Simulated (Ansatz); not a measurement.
A run of Ansatz (development build ahead of 0.2.0) on doublet C₂H₅ at this shape:

```xyz
7

C     0.0000    0.0158   -0.6902
C     0.0000   -0.0421    0.7904
H     0.9337    0.0148    1.3558
H    -0.9337    0.0148    1.3558
H     0.0000    1.0601   -1.0660
H     0.8914   -0.4658   -1.1233
H    -0.8914   -0.4658   -1.1233
```

Its results:

```json
{"Converged": "yes", "Reference energy": "-78.62749 hartree", "Correlation energy": "-0.31678 hartree", "Total energy": "-78.94427 hartree", "Spin squared of the determinant": "0.764"}
```

Q: Which input gives this output? Name the method, the orbitals and the basis set, and write the input.

A: UHF-MP2 in def2-TZVP.

```yaml
crystal:
  periodic: [false, false, false]
  atoms:
    - { symbol: C, position_ang: [0.0, 0.01579, -0.69024] }
    - { symbol: C, position_ang: [0.0, -0.04213, 0.79043] }
    - { symbol: H, position_ang: [0.93375, 0.01477, 1.35575] }
    - { symbol: H, position_ang: [-0.93375, 0.01477, 1.35575] }
    - { symbol: H, position_ang: [0.0, 1.06006, -1.066] }
    - { symbol: H, position_ang: [0.89143, -0.46576, -1.12334] }
    - { symbol: H, position_ang: [-0.89143, -0.46576, -1.12334] }
basis:
  gaussian: { orbitals: def2-TZVP }
magnetization:
  spin_polarized: true
  initial_magnetization: 1
hamiltonian:
  xc: hf
correlation:
  method: mp2
  frozen_orbitals: { C: 1, H: 0 }
```
